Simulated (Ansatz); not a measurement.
**AlSiH (singlet): wave-function methods side by side, cc-pVTZ**

An exercise on one series of results from a longer session: the logs are not shown, and one member is left open.

Program: Ansatz 0.2.0, Gaussian basis. Level of theory: cc-pVTZ, core rule «outside noble gas», up to 10 orbitals frozen. These are calculated values, not measurements.

To be run: UHF; CCSD(T) on RHF; CCSD(T) on UHF; BCCD(T) on RHF; CCSDT(Q) on RHF.

15 further runs of the same task are left out: 3 for a known fault of the program, 6 that didn't finish, 6 set aside as unsound or not needed. Runs told in other sessions of the task aren't counted.

## What is computed

The geometry is a PBE0/def2-TZVP stationary point (not a proven minimum).

3 atoms, charge 0, spin multiplicity 1.

Atoms are counted from 1 here; the program's logs count them from 0.

Bond lengths: Si1–Al2 2.647 Å, Si1–H3 1.545 Å. Angles: Al2–Si1–H3 78.2°.

Set-up of the first run:

Input file in.yaml:

```yaml
crystal:
  periodic: [false, false, false]
  atoms:
    - {symbol: Si, position_ang: [0.000000, -0.066010, 1.277710]}
    - {symbol: Al, position_ang: [0.000000, 0.014356, -1.367591]}
    - {symbol: H, position_ang: [0.000000, 1.455013, 1.006599]}
basis:
  gaussian: {orbitals: cc-pVTZ}
magnetization: {spin_polarized: true, initial_magnetization: 0}
hamiltonian: {xc: hf}
output: {orbitals: {seedname: orbitals}}
```

Launch:

```
$ ansatz run in.yaml --threads 1 --pin off --events-out ev --progress --plain --max-ram 2393MiB
```

Steps of the session up to this table: UHF; CCSD(T) on RHF; CCSD(T) on UHF; BCCD(T) on RHF; CCSDT(Q) on RHF.

One of the session's tables, all rows but one given; the rest of the session is left out.

| method | from RCCSDT(Q) (meV) |
| --- | --- |
| RHF | +5421.3 |
| UHF | +4678.1 |
| RMP2 | +1315.0 |
| UMP2 | +1158.7 |
| RCCSD | +287.3 |
| UCCSD | ? |
| RCCSD(T) | +71.5 |
| UCCSD(T) | -125.9 |
| BCCD(T) | +70.9 |
| RCCSDT | +21.7 |
| RCCSDT(Q) | 0 |

Estimate the missing values for UCCSD.

As computed: from RCCSDT(Q) (meV): +92.4. In the column «from RCCSDT(Q) (meV)» it lies between RCCSD(T) (+71.5) and RCCSD (+287.3).

The program flags UCCSD(T) as in doubt (see the logs), so read those rows with care; the flags are large difference.

With the free atoms at the same levels and basis (separate runs), the atomisation energy is 4.819 eV at RCCSDT(Q), 4.783 eV at RCCSD(T), 4.980 eV at UCCSD(T), 2.939 eV at RHF.

Limits of these values: The determinant of HF (⟨S²⟩ 1.16) is far from a pure spin state, so its energy mixes those of several spin states; that is harmless only where they are near-degenerate. The determinant of CCSD(T) (⟨S²⟩ 1.16) is far from a pure spin state, so its energy mixes those of several spin states; high orders of coupled cluster remove much of that, low ones don't. The program flags UCCSD(T) as in doubt, so read those rows with care; the flags are large difference. Warnings: restricted reference is unstable; spin contamination. Restricted and unrestricted rows rest on different reference determinants; a gap between their highest levels can come from leftover correlation error, from unlike frozen cores or from another state.
